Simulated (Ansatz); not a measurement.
System: rock-salt MgS. Method: PBE0 (plane waves, PAW; Ansatz, an electronic-structure program).

Settings: plane-wave cutoff 460 eV, 8×8×8 k mesh, Fermi–Dirac smearing 0.01 eV, scalar-relativistic PAW data made under PBE.

Response to compression and expansion:

| V (Å³/atom) | P (GPa) | direct gap at Γ (eV) | smallest gap on the k mesh (eV) |
|---|---|---|---|
| 16.644 | 4.56 | 6.022 | 4.662 |
| 17.082 | 2.13 | 5.787 | 4.600 |
| 17.480 | 0.18 | 5.584 | 4.543 |
| 17.958 | -1.89 | 5.352 | 4.476 |
| 18.396 | -3.55 | 5.152 | 4.415 |

The fundamental gap (4.54 eV at the equilibrium volume, on the SCF mesh) lies elsewhere than Γ–Γ.
